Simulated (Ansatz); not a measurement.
## Rhenium, hcp: convergence with the plane-wave cutoff

Computed with Ansatz, r²SCAN, scalar-relativistic PAW, on the relaxed cell (a = 2.760 Å, c = 4.457 Å (c/a = 1.615); spin not included). Errors count from a run at 500 eV on a Γ-centred 21×21×12 mesh with Fermi-Dirac smearing of 0.1 eV, extrapolated to zero width. Fixed here: mesh 13×13×7, Fermi-Dirac width 0.1 eV. The pressure holds a Pulay correction and is unreliable far below the recommended cutoff. The SCF starts from atomic densities corrected by a trained network.

```
cutoff (eV)  E(σ→0) error (meV/atom)  P (GPa)  SCF iterations
        150                  28301.2  -110.25               7
        200                   7180.3    14.40               6
        250                   1109.2     9.36               6
        300                    140.1    -0.67               6
        350                     17.3    -0.17               6
        420                      2.3    -0.01               6
        500                      0.5     0.00               6
        600                     -0.2     0.01               6
        800                     -1.7     0.01               6
```

Within 5 meV/atom of the last row: from 420 eV on.
